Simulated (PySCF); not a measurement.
Point-charge models of methyl formate, `COC=O` against its computed dipole.

Coordinates (PBE0-D3(BJ)/def2-SVP, Å) and charges (e) from the PBE0/pcSseg-1 density (PySCF):

```
atom       x       y       z  Mulliken      IAO  Hirshfeld  ESP-fitted
  C1  -1.007  -0.157   0.101   -0.0574  -0.2139    -0.0329     -0.1080
  O2   0.302  -0.661   0.321   -0.4386  -0.3324    -0.1046     -0.3685
  C3   1.299   0.117  -0.089   +0.4112  +0.4004    +0.1759     +0.6565
  O4   1.177   1.186  -0.615   -0.4075  -0.4468    -0.2562     -0.5226
  H5  -1.152   0.111  -0.956   +0.1258  +0.1527    +0.0488     +0.1168
  H6  -1.699  -0.955   0.392   +0.1327  +0.1626    +0.0566     +0.1118
  H7  -1.187   0.740   0.713   +0.1238  +0.1506    +0.0501     +0.1168
  H8   2.266  -0.380   0.133   +0.1100  +0.1269    +0.0624     -0.0028
```

**Question.** Compute μ = Σ q r for each scheme (1 e·Å = 4.803 D) and compare with the dipole of the full density.

**Answer.** The full density gives (-1.09, -1.41, 0.71) D, 1.92 D in size; dipole vectors point from the negative to the positive end.

```json
{"scheme": "Mulliken", "μx": "-1.38", "μy": "-0.96", "μz": "0.49", "size (D)": "1.75", "share of the full size (%)": "91", "angle to the full dipole (°)": "17"}
{"scheme": "IAO", "μx": "-1.12", "μy": "-1.47", "μz": "0.73", "size (D)": "1.99", "share of the full size (%)": "103", "angle to the full dipole (°)": "0"}
{"scheme": "Hirshfeld", "μx": "-0.68", "μy": "-1.17", "μz": "0.60", "size (D)": "1.48", "share of the full size (%)": "77", "angle to the full dipole (°)": "7"}
{"scheme": "ESP-fitted", "μx": "-1.13", "μy": "-1.39", "μz": "0.72", "size (D)": "1.92", "share of the full size (%)": "100", "angle to the full dipole (°)": "1"}
```

**Question.** Which set comes closest?

**Answer.** Length of the difference vector: ESP-fitted 0.04 D, IAO 0.07 D, Hirshfeld 0.49 D, Mulliken 0.58 D. Closest: ESP-fitted. 

**Question.** What is left for the Hirshfeld atoms' own dipoles?

**Answer.** The Hirshfeld atoms' densities add up to the full density, so μ = Σ q r + Σ (atomic dipoles). The atomic dipoles sum to (-1.09, -1.41, 0.71) − (-0.68, -1.17, 0.60) = (-0.41, -0.24, 0.11) D, 0.49 D in size.

**Question.** With the origin at the mean of the coordinates, (0.000, 0.000, 0.000) Å, which are the largest single terms, by size, of the IAO dipole along the direction of the full one?

**Answer.** O4 +3.80, C3 -1.65, H6 +1.42, C1 -0.75, O2 -0.69 D; all 8 atoms together +1.99 D. The single terms depend on the origin, their sum doesn't.

**Question.** Give the size of the full dipole in other units.

**Answer.** 1.92 D = 0.756 au = 0.400 e·Å = 6.41 × 10⁻³⁰ C·m.

One conformer (not necessarily the lowest) at the PBE0-D3(BJ)/def2-SVP geometry, without solvent, vibrations or thermal averaging.

The values belong to the conformer `[CH3:1][O:2][CH:3]=[O:4]`: C1–O2–C3–O4 0°.
